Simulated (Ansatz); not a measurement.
C4H7N can be A, `C=NC(=C)C`, or B, `C=C=CCN`.

Gas-phase electronic energies from Ansatz, PBE0-D4/def2-TZVP geometries. CCSD(T)/CBS adds triple-zeta CCSD(T) − MP2 to the extrapolated MP2 energy (def2 sets, frozen cores). DFT in def2-TZVPP. B3LYP here is the variant with VWN-RPA as its local correlation; programs differ in this. One conformer a species, not always the lowest.

(1) Which is lower in electronic energy at CCSD(T)/CBS, and by how much? (An estimate is asked.)

(2) Give E(B) − E(A) in kcal/mol with B2PLYP, ωB97M-V, B3LYP-D4, CCSD/def2-TZVPP, MP2/def2-TZVPP, CCSD(T)/def2-TZVPP, HF/def2-TZVPP. (Best estimate.)

Largest T1 diagnostic: 0.012.

Answers

(1) The calculation gave: A, by 14.3 kcal/mol.

(2) Ansatz gave: B2PLYP 14.4, ωB97M-V 13.6, B3LYP-D4 14.2, CCSD/def2-TZVPP 14.6, MP2/def2-TZVPP 15.6, CCSD(T)/def2-TZVPP 15.2, HF/def2-TZVPP 14.6. None reverses the order clearly.

The D4 term adds +0.9 kcal/mol with B3LYP and +0.5 kcal/mol with PBE0; it sums over pairs of atoms, weighted by their polarisabilities, and B3LYP, whose exchange is more repulsive, gets the larger term.
